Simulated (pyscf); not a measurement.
Optimised with ωB97X-D3(BJ)/def2-SVP in PySCF.

### Question
Estimate by transition-state theory the rate constant of `[Cl][InH][Cl]` + `[SH2]` -> `[ClH]` + `[Cl][In]` [singlet] + `[SH2]` (singlet surface; Cl–In, H–In, H–S broken, Cl–H, H–S formed) at 1200 K, with ωB97M-D3(BJ)/def2-TZVP energies (ideal gas, 1 atm, RRHO with modes under 100 cm⁻¹ raised to 100, one conformer, R ln 2 for chiral ones without a mode under 150 cm⁻¹; no tunnelling).

### Answer
The electronic barrier is 26.1 kcal/mol and the thermal terms add +41.4, so ΔG‡ = 67.5 kcal/mol. With k_BT/h = 2.50e+13 s⁻¹ and RT = 2.385 kcal/mol, and a volume of 1.64e-19 cm³ per molecule at 1 atm, k = 2.1e-18 cm³ molecule⁻¹ s⁻¹. Wigner's tunnelling factor for 907i cm⁻¹ would be 1.05. A shift of 1 kcal/mol in the barrier changes k by a factor 1.5. On the reactant side the descent ends in an adduct with a In–S contact (not fully relaxed), 18.0 kcal/mol under the separated species and 44.4 kcal/mol under the saddle at ωB97X-D3(BJ)/def2-TZVP. On the product side the descent ends in a bound adduct, 9.7 kcal/mol under the separated species and 22.5 kcal/mol under the saddle at ωB97X-D3(BJ)/def2-TZVP. The same reactants have a lower exit, to HCl + HS–InH–Cl (highest point, the separated products, at +6.0 kcal/mol at ωB97M-D3(BJ)/def2-TZVP, against +26.1 kcal/mol here). One saddle was located; it need not be the lowest between these sides. Elements past Kr carry the def2 core potentials, without spin-orbit coupling.
